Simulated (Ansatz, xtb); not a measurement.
# C4H11OP: 3 structures ranked

3 gas-phase structures of C4H11OP, from a drawn sample of its isomers (lower ones may exist). Each was relaxed with GFN2-xTB; where two conformers were screened, the lower at r2SCAN-D4/def2-SVP is listed:

A. `CCC[P@H](C)=O`, a singlet
B. `CC(C)[P@H](C)=O`, a singlet
C. `CCP(C)(C)=O`, a singlet

**Question.** Estimate their order in r2SCAN-D4/def2-SVP energy at these geometries, lowest first.

**Answer.** Calculated order at r2SCAN-D4/def2-SVP: C (0.0), B (10.3), A (10.8) kcal/mol. Less than 1 kcal/mol parts B and A, so the order within that pair means little.

Energies above the lowest of each column, in kcal/mol; the last columns are at PBE-D3(BJ)/def2-SVP geometries:

```tsv
structure	GFN2-xTB	HF/STO-3G	r2SCAN-D4/def2-SVP	PBE-D3(BJ)/def2-SVP	CCSD(T)/def2-SVP + ΔMP2/def2-TZVPP
C	0.6	0.0	0.0	0.0	0.0
B	0.0	12.2	10.3	8.9	10.0
A	1.0	10.5	10.8	9.6	10.3
```

CCSD(T)/def2-SVP + ΔMP2/def2-TZVPP puts C lowest; GFN2-xTB picks B. Flexible structures stand in one conformer each, not always the lowest. ΔMP2 is the change of the MP2 energy from the smaller to the larger basis.

Programs: Ansatz 0.2.0, xtb 6.7.1.
